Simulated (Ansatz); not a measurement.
# HSO2 radical (SMILES [O]SO): single points off equilibrium

The task here is to estimate one member of a computed series from the others.

The runs use Ansatz 0.2.0, Gaussian basis; single points in def2-TZVPP.

Correlated methods freeze the cores. Orbitals are unrestricted.

### The starting structure

SMILES `[O]SO`, 4 atoms, charge 0, spin multiplicity 2.

Atoms are counted from 1 here; the program's logs count them from 0.

Bond lengths: O1–S2 1.464 Å, S2–O3 1.674 Å, O3–H4 0.930 Å. Angles: O1–S2–O3 107.1°, S2–O3–H4 112.5°.

As a file:

```xyz
4
charge 0, multiplicity 2
O    -1.16730    0.86830   -0.40040
S    -0.61200    0.17750    0.76530
O     0.79850   -0.57470    0.26750
H     1.01860   -0.37060   -0.61320
```

Set-up of the first run:

File run/in.yaml:

```yaml
crystal:
  periodic: [false, false, false]
  atoms:
    - {symbol: O, position_ang: [-1.167300, 0.868300, -0.400400]}
    - {symbol: S, position_ang: [-0.612000, 0.177500, 0.765300]}
    - {symbol: O, position_ang: [0.798500, -0.574700, 0.267500]}
    - {symbol: H, position_ang: [1.018600, -0.370600, -0.613200]}
basis:
  gaussian: {orbitals: def2-TZVPP}
magnetization: {spin_polarized: true, initial_magnetization: 1}
correlation: {method: ccsd_t}
scf: {omitted_lower_state_checks: [cluster_reference]}
output: {forces: true}
```

No record of the launch command was kept for these runs.

Steps of the session up to this table: CCSD(T)/def2-TZVPP; PBE0-D4/def2-TZVPP; wB97M-V/def2-TZVPP; r2SCAN-D4/def2-TZVPP; PBE-D4/def2-TZVPP; r2SCAN0-D4/def2-TZVPP; revPBE-D4/def2-TZVPP.

One of the session's tables, all rows but one given; the rest of the session is left out.

```
    method  RMS force component (eV/Å)  angle to CCSD(T) forces (°)  dipole (D)
   CCSD(T)                       1.088                    reference        0.92
   PBE0-D4                       1.107                         11.4        0.98
   wB97M-V                       1.097                         11.0        0.97
 r2SCAN-D4                           ?                            ?           ?
    PBE-D4                       1.281                         17.7        0.98
r2SCAN0-D4                       1.085                         22.4        0.99
 revPBE-D4                       1.296                         22.3        0.98
```

**Question.** Estimate the row for r2SCAN-D4.

**Answer.** RMS force component (eV/Å): 1.095; angle to CCSD(T) forces (°): 3.2; dipole (D): 1.00. In the column «RMS force component (eV/Å)» it lies between CCSD(T) (1.088) and wB97M-V (1.097).
